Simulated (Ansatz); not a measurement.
Geometry optimisation, Ansatz, RKS PBE-D4/def2-SVP.

The input (input.yaml):

```yaml
crystal:
  periodic: [false, false, false]
  atoms:
    - { symbol: Si, position_ang: [0.0, 0.0, 0.0] }
    - { symbol: Cl, position_ang: [0.0, 0.0, 2.48] }
    - { symbol: H, position_ang: [1.3768, 0.0, -0.4862] }
    - { symbol: H, position_ang: [-0.6877, 1.1914, -0.4862] }
    - { symbol: H, position_ang: [-0.6877, -1.1914, -0.4862] }
    - { symbol: "N", position_ang: [-2.0118, 0.0, 0.6685] }
    - { symbol: H, position_ang: [-2.7319, -0.6071, 0.1822] }
    - { symbol: H, position_ang: [-2.2977, 0.6071, 1.489] }
    - { symbol: H, position_ang: [-1.4105, 0.0, 1.8139] }
basis:
  gaussian: { orbitals: def2-SVP }
hamiltonian:
  xc: pbe
  dispersion: d4
relax:
  f_tol: 0.15
  max_steps: 25
  restrain:
    - { distance: [0, 5], at: 1.82, k: 30.0 }
    - { distance: [8, 1], at: 1.37, k: 30.0 }
    - { distance: [0, 1], at: 3.33, k: 30.0 }
    - { distance: [8, 5], at: 2.26, k: 30.0 }
```

Command:

```bash
$ ansatz run input.yaml --threads 2 --pin off --max-ram 3072MiB --backend cpu --events-out ev --progress --plain --runs-dir out
```

Where does it end, and by what steps?

It converged. The restraints hold the end off the free minimum. After 13 steps the energy has fallen by 3.349 eV (the restraints' own energy left out); H3 moved furthest, 1.22 Å. Parted: Si1–Cl2.

```csv
step,energy less start (eV),largest force component (eV/Å),accepted
0,0.0000,2.904,yes
1,0.1264,3.556,yes
2,0.0699,3.690,yes
3,-0.7864,2.669,yes
4,-1.8024,1.339,yes
5,-2.4009,0.940,yes
6,-2.8092,0.953,yes
7,-3.0431,0.840,yes
8,-3.1910,0.834,yes
9,-3.2616,0.706,yes
10,-3.2736,0.959,yes
11,-3.3293,0.551,yes
12,-3.3062,1.282,no
13,-3.3492,0.580,yes
```

```xyz
9
Properties=species:S:1:pos:R:3
Si -0.497 -0.051 -0.321
Cl 0.134 0.723 2.870
H 0.728 -0.596 0.352
H -0.263 1.388 -0.711
H -0.758 -0.848 -1.580
N -1.976 -0.252 0.688
H -2.749 -0.725 0.205
H -2.338 0.615 1.105
H -0.732 -0.254 2.568
```

Time of the run: 45 s on 2 threads of AMD EPYC 7571, with other jobs on the host, peak memory 0.14 GiB.
